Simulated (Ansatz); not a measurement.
Input file:

```yaml
crystal:
  periodic: [false, false, false]
  atoms:
    - {symbol: Al, position_ang: [0.000000, 0.000000, 0.000000]}
    - {symbol: S, position_ang: [0.000000, 0.000000, 5.994000]}
basis:
  gaussian: {orbitals: 6-31G}
magnetization: {spin_polarized: false, initial_magnetization: 3}
correlation: {method: fci, electrons: outside_noble_gas}
```

```sh
$ ansatz run in.yaml --threads 1 --pin off --events-out ev --progress --plain --max-ram 2393MiB
```

Task: Roughly how long does this take on 1 thread of INTEL XEON PLATINUM 8581C, shared host, and how much host memory?

Result: 30 s wall and 0.38 GiB.

```
470 factors; integrals over basis functions are off by at most 4.8e-8 eV
mean field evaluation 1: about -17396.6323 eV, gradient 4.7e0 eV
mean field evaluation 2: about -17396.6323 eV, gradient 4.7e0 eV
mean field evaluation 4: about -17396.9218 eV, gradient 4.3e-1 eV
mean field evaluation 8: about -17396.9223 eV, gradient 3.3e-4 eV
mean field evaluation 16: about -17396.9233 eV, gradient 9.5e-2 eV
mean field evaluation 32: about -17396.9328 eV, gradient 3.2e-2 eV
mean field evaluation 64: about -17396.9253 eV, gradient 6.8e-2 eV
mean field evaluation 96: about -17396.4186 eV, gradient 5.3e0 eV
mean field evaluation 128: about -17396.9363 eV, gradient 9.8e-3 eV
mean field evaluation 160: about -17396.9289 eV, gradient 4.5e-2 eV
mean field evaluation 192: about -17396.9213 eV, gradient 5.0e-1 eV
mean field evaluation 224: about -17396.9249 eV, gradient 3.6e-4 eV
mean field evaluation 256: about -17396.9249 eV, gradient 6.8e-4 eV
mean field evaluation 288: about -17396.9249 eV, gradient 2.3e-6 eV
mean field -17396.93255124 eV, -639.3254791938 hartree, gradient 1.6e-9 eV, S^2 3.750000; 20 other end points of the search recorded, 0 dependent functions left out
mean field evaluation 320: about -17396.9428 eV, gradient 3.5e-3 eV
mean field evaluation 352: about -17396.9427 eV, gradient 2.2e-2 eV
mean field evaluation 384: about -17396.9353 eV, gradient 5.4e-2 eV
mean field evaluation 416: about -17396.9327 eV, gradient 7.0e-2 eV
mean field evaluation 448: about -17396.9347 eV, gradient 1.3e-1 eV
determinant -17396.93255124 eV, -639.3254791938 hartree, with singles and doubles -17398.36267225 eV, -639.3780351716 hartree
determinant -17396.92977629 eV, -639.3253772163 hartree, with singles and doubles -17398.35912519 eV, -639.3779048194 hartree
determinant -17396.92492741 eV, -639.3251990230 hartree, with singles and doubles -17398.35404521 eV, -639.3777181335 hartree
determinant -17396.92233374 eV, -639.3251037074 hartree, with singles and doubles -17398.35136616 eV, -639.3776196802 hartree
determinant -17396.93255124 eV, -639.3254791938 hartree, with singles and doubles -17398.36284846 eV, -639.3780416472 hartree
determinant -17396.92977629 eV, -639.3253772163 hartree, with singles and doubles -17398.35946380 eV, -639.3779172630 hartree
determinant -17396.92492741 eV, -639.3251990230 hartree, with singles and doubles -17398.35433645 eV, -639.3777288364 hartree
determinant -17396.92233374 eV, -639.3251037074 hartree, with singles and doubles -17398.35170065 eV, -639.3776319726 hartree
10 core orbitals not correlated: weight in the atoms' cores, before any rotation towards them, 1.000 or more for the frozen orbitals, at most 0.000 for the correlated occupied ones
reference -17396.93255124 eV, -639.3254791938 hartree; 6, 3 occupied and 10, 13 virtual orbitals, 470 factors
state -17398.37704849 eV, -639.3785634885 hartree
Total energy: -17398.37704849 eV, -639.3785634885 hartree
```
